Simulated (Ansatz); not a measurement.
**Match the barriers**

Saddle point of MgH$_{3}$ClO, singlet (MgHClO ([OH][Mg][Cl]) + H₂ → MgHCl ([MgH][Cl]) + H₂O (still joined by a long Mg–O bond); bonds formed: Mg1–H5, O2–H4; bonds broken: H4–H5; bonds weakened to dative contacts: Mg1–O2), PBE0-D4/def2-TZVP structure:

```
6
angstrom
Mg -0.3698 0.1413 -0.7756
O 0.1087 -0.5948 0.9094
Cl -1.6879 0.0359 -2.5168
H 0.8185 0.3489 0.6718
H 1.0666 1.1038 -0.0462
H 0.0638 -1.0352 1.7574
```

Computed with Ansatz 0.2.0 (basis: def2-TZVPP, with def2-QZVPP for the basis limit); correlated methods freeze the cores. The outer core shell of Li, Na, Mg and K is correlated. The def2 sets are not built for correlating such inner shells, so the correlated values are less sure here. Extrapolation: Hartree–Fock as exp(−7.88 √X), correlation as X^−2.97. Four methods, as single points on the PBE0-D4 structures, gave these electronic barriers from the start structure: 14.28, 15.92, 18.77, 23.66 kcal/mol.

(1) The methods were, in alphabetical order, BLYP-D4, HF, MP2, PBE0-D4. Which gave which? (Judge from chemistry; the calculation decides.)

The T1 diagnostic stays at or below 0.011.

Answers

(1) By the calculation: PBE0-D4 14.28; BLYP-D4 15.92; MP2 18.77; HF 23.66 kcal/mol. For comparison, CCSD(T) at an estimated basis limit (MP2 extrapolated from triple and quadruple zeta, plus CCSD(T) − MP2 in triple zeta) gives 18.90 kcal/mol.

Labels in which every atom is bracketed show which atoms are joined, not bond orders.

For scale, one of the runs: CCSD(T)/def2-TZVPP, 147 basis functions, launched by `ansatz run in.yaml --threads 2 --pin off --events-out ev --progress --plain --max-ram 4352MiB`. The run took 25 s on 2 CPU threads of an Arm Neoverse V1 (shared host), with 1 GiB of host memory at its peak.
